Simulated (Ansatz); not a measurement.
A trace of molecular dynamics of CH9BSi (12 atoms, charge 0, multiplicity 1).

All numbers below come from Ansatz 0.2.0, RKS B3LYP-D4/6-31G*.

```yaml
ensemble: NVE (velocity Verlet)
starting_velocities_drawn_for: 300 K
seed: 11554
```

| time (fs) | T (K) | potential energy less start (eV) | conserved less start (meV/atom) |
| --- | --- | --- | --- |
| 0 | 300 | 0.000 | 0.00 |
| 4 | 212 | 0.114 | 0.07 |
| 8 | 177 | 0.160 | 0.06 |
| 12 | 170 | 0.168 | 0.05 |
| 16 | 200 | 0.130 | 0.02 |
| 20 | 171 | 0.168 | 0.05 |
| 24 | 147 | 0.198 | 0.08 |
| 28 | 150 | 0.195 | 0.06 |
| 32 | 200 | 0.130 | 0.05 |
| 36 | 207 | 0.121 | 0.07 |
| 40 | 186 | 0.148 | 0.07 |
| 44 | 205 | 0.124 | 0.04 |
| 48 | 258 | 0.054 | 0.04 |
| 52 | 301 | -0.001 | 0.04 |
| 56 | 307 | -0.008 | 0.04 |
| 60 | 320 | -0.026 | 0.01 |
| 64 | 307 | -0.009 | 0.04 |
| 68 | 326 | -0.033 | 0.05 |
| 72 | 330 | -0.039 | 0.03 |
| 76 | 296 | 0.006 | 0.05 |
| 80 | 262 | 0.050 | 0.09 |
| 84 | 320 | -0.025 | 0.06 |
| 88 | 323 | -0.029 | 0.06 |
| 92 | 283 | 0.023 | 0.07 |
| 96 | 246 | 0.071 | 0.08 |
| 100 | 276 | 0.032 | 0.05 |

Problem. Can this run be trusted? Judge the integration.

Solution. The conserved energy stayed within 0.098 meV per atom of its start (net change 0.05 meV per atom), so the integration is sound. A run of 0.1 ps of so small a system gives no equilibrium averages. The orbitals stay closed-shell, which can raise the energy where a bond breaks towards radicals; this wasn't checked here. The time step was 0.5 fs.

Time of the run: 9.3 min on 1 thread of Arm Neoverse V1, on a shared host, peak memory 0.13 GiB.
